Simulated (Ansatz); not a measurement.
A nudged elastic band was laid between two geometries of FH₂OSi (5 atoms, charge 1, multiplicity 1).

The calculation used RKS r2SCANh-D4/def2-SVP in Ansatz.

- movable images: 5
- climbing image: yes
- spring: 5.0 eV/Å²
- optimiser: quadratic models (default)
- start path: IDPP
- force threshold: 0.03 eV/Å
- iteration limit: 60
- end points: relaxed

Initial state:

```xyz
5
Properties=species:S:1:pos:R:3
O -0.772 -0.798 -0.078
Si 0.431 0.181 0.115
F 0.356 1.680 -0.324
H -1.672 -0.749 -0.436
H 1.657 -0.314 0.722
```

Final state:

```xyz
5
Properties=species:S:1:pos:R:3
O -1.006 -0.351 -0.290
Si 0.388 0.243 0.082
F 0.584 1.753 -0.258
H -1.478 -1.195 -0.239
H 1.512 -0.450 0.704
```

Question: What changes between the two ends?

Answer: No bond is made or broken. The dihedral H4–O1–Si2–F3 changes from 0 to -180° by way of a nearly straight angle H4–O1–Si2 (up to 178°), not by a turn about the bond.

Question: What energy profile does the band end with?

Answer: It converged. The highest image is number 4 of 0 to 6, 0.097 eV above the first end and 0.015 eV above the last; the last end lies 0.082 eV above the first. A vibrational analysis at the climbing image gives one clearly imaginary mode, 319i cm⁻¹: a first-order saddle point. Limits of this set-up: the dipole of an ion depends on the origin.

| image | path coordinate (Å) | energy (eV) | angle H4–O1–Si2 (°) |
| --- | --- | --- | --- |
| 0 | 0.00 | 0.000 | 137 |
| 1 | 0.15 | 0.015 | 148 |
| 2 | 0.30 | 0.050 | 162 |
| 3 | 0.45 | 0.084 | 178 |
| 4 | 0.60 | 0.097 | 166 |
| 5 | 0.75 | 0.089 | 152 |
| 6 | 0.89 | 0.082 | 139 |

Question: What is the geometry of the highest image?

Answer: 
```xyz
5
Properties=species:S:1:pos:R:3
O -0.918 -0.461 -0.226
Si 0.423 0.223 0.101
F 0.575 1.736 -0.257
H -1.652 -1.074 -0.339
H 1.573 -0.424 0.720
```

Question: What are the harmonic wavenumbers there?

Answer: 319i, 342, 366, 587, 801, 984, 1235, 2426, 3914 cm⁻¹.

The band took 6 iterations and roughly 60 core-seconds.

The run took 65 s on 1 thread of Arm Neoverse V1, with other jobs on the host, peak memory 0.11 GiB.
